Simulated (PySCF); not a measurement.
Lithium: a sound run and one with changed settings

Sound run: Li [He] 2s1, Li⁺ 1s2. Calculation: PySCF 2.14, in 6-31G* (3s2p1d, 14 functions); the non-relativistic Hamiltonian (point nucleus). The sound run starts from symmetry-adapted Hartree-Fock orbitals and uses a fine grid where one is needed.

Changed run: radial step 0.3 in ln r (0.13 in the sound run). This setting is unsound on purpose.

| species | method | sound run (hartree) | changed run (hartree) | converged |
| --- | --- | --- | --- | --- |
| Li | UHF | -7.43124 | -7.43124 | yes |
| Li | BP86 | -7.47900 | -7.47904 | yes |
| Li | PBE0 | -7.46537 | -7.46553 | yes |
| Li⁺ | UHF | -7.23548 | -7.23548 | yes |
| Li⁺ | BP86 | -7.27488 | -7.27489 | yes |
| Li⁺ | PBE0 | -7.26113 | -7.26114 | yes |

Ionisation energy of Li:

```tsv
method	sound run (eV)	changed run (eV)
UHF	5.327	5.327
BP86	5.555	5.555
PBE0	5.558	5.562
```

A coarse radial grid mis-integrates the density and the exchange-correlation energy, with errors of either sign; Hartree-Fock needs no grid.

For comparison, NIST gives 5.392 eV between the lowest levels.
